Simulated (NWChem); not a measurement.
Molecule: SiH$_{2}$, singlet; SMILES [SiH2]

Results from NWChem. Low-valent species are run as closed-shell singlets; no triplet was tried in these runs. The level has its own optimisation; frequencies are unscaled.

**Question.** What does the run give for B3LYP/cc-pVDZ? Quantities: r H–Si (Å); highest harmonic frequency (cm⁻¹); lowest (cm⁻¹); zero-point energy (kcal/mol); dipole (D).

**Answer.** 
| Property | Value |
|---|---|
| r H–Si (Å) | 1.541 |
| highest harmonic frequency (cm⁻¹) | 2010 |
| lowest (cm⁻¹) | 1009 |
| zero-point energy (kcal/mol) | 7.2 |
| dipole (D) | 0.16 |
